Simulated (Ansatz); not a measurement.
H2, singlet in cc-pVQZ: errors against full CI

Geometry: MP2(full)/6-31G*, from the G2/97 set.

| atom | x (Å) | y (Å) | z (Å) |
| --- | --- | --- | --- |
| H | 0.0000 | 0.0000 | 0.0000 |
| H | 0.0000 | 0.0000 | 0.7372 |

Basis cc-pVQZ; Ansatz 0.2.0. Only valence electrons are correlated (noble-gas cores frozen), which leaves 2 electrons in 60 orbitals. R marks a restricted (for open shells ROHF) determinant. Active spaces: valence = (2e, 2o) chosen from the atoms' valence shells.

Full CI is exact within this basis and frozen core; it isn't the basis-set limit.

The UHF ⟨S²⟩ is 0.000, the T1 diagnostic (RCCSD) is 0.0057 and the largest doubles amplitude (RCCSD) is 0.055.

```csv
level,E − E(full CI) (mEh),share of correlation (%),wall time
RHF,40.30,0.00,–
RMP2,7.19,82.15,–
RCCSD,0.00,100.00,0.18 s
RCCSD(T),0.00,100.00,0.18 s
BCCD(T),0.00,100.00,0.24 s
CASSCF (valence space),21.88,45.70,–
NEVPT2 (valence space),6.22,84.55,0.18 s
MRCISD (valence space),0.13,99.69,–
MRCISD+Q (valence space),-0.05,100.12,0.36 s
```

The correlation energy at full CI, counted from RHF, is -1.096 eV. That run took 0.57 s on 1 thread of Intel Xeon 6975P-C, shared host over 552 determinants.

Times hold each run's SCF and search for its determinant on a shared host, so for small cases they say little of a method's own cost; they ran on 1 thread of Intel Xeon 6975P-C.

The full-CI state has the irrep Ag of D2h, in the program's axes (one component, if the state is degenerate).

Natural occupations of full CI about the gap: 1.964 0.020 0.006 0.004 0.004 0.000 0.000 0.000 0.000 0.000; effectively unpaired electrons, Σ n²(2−n)², 0.01.

Atomization energy (electronic, same basis, no zero-point term; atoms at the same level, unrestricted beside the R rows where the molecule is a closed shell, with restricted open-shell steps beyond CCSDT(Q)) at full CI: 456.5 kJ/mol. Errors of other levels:

| level | error (kJ/mol) |
| --- | --- |
| RHF | -105.8 |
| RMP2 | -18.9 |
| RCCSD | 0.0 |
| RCCSD(T) | 0.0 |
| BCCD(T) | 0.0 |
| CASSCF (valence space) | -57.4 |
| NEVPT2 (valence space) | -16.3 |
| MRCISD (valence space) | -0.3 |
| MRCISD+Q (valence space) | 0.1 |

This basis is far from its limit, so the value isn't to be set against a measured one. Truncated CI isn't size-consistent, which counts against it in atomization.
